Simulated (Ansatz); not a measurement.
Molecule (SMILES): [CH3] (CH3), doublet.
Atoms: C1, H2, H3, H4. Bonds: C1-H2, C1-H3, C1-H4.

Basis-set convergence of the optimised C1-H2 bond length at PBE with Ansatz (a quantum-chemistry and plane-wave program). All functions are spherical. Core-valence sets carry the plain set on hydrogen. Open shells are unrestricted. No added dispersion term, no relativity. Reference: the value in aug-cc-pVQZ, 1.0859 Å, itself unsure by roughly 0.0001 Å (its mean distance from def2-QZVPPD, pcseg-3, def2-QZVPP). Deviations are taken from unrounded values.

| basis | functions | optimised C1-H2 bond length (Å) | minus reference (Å) |
|---|---|---|---|
| aug-cc-pVDZ | 50 | 1.0949 | 0.0089 |
| aug-pcseg-1 | 50 | 1.0938 | 0.0079 |
| jun-cc-pV(T+d)Z | 81 | 1.0864 | 0.0005 |
| cc-pCVTZ | 85 | 1.0863 | 0.0004 |
| aug-cc-pVTZ | 115 | 1.0863 | 0.0004 |
| aug-pcseg-2 | 115 | 1.0861 | 0.0002 |
| aug-cc-pVQZ | 218 | 1.0859 | 0.0000 |

The smallest set listed that lies within 0.003 Å of the reference with all its larger relatives (same family, alike in diffuse functions; a set with none counts only in the reference's own line) is jun-cc-pV(T+d)Z (81 functions, 0.0005 Å off). Inside, with no larger relative to test it: cc-pCVTZ, aug-pcseg-2.
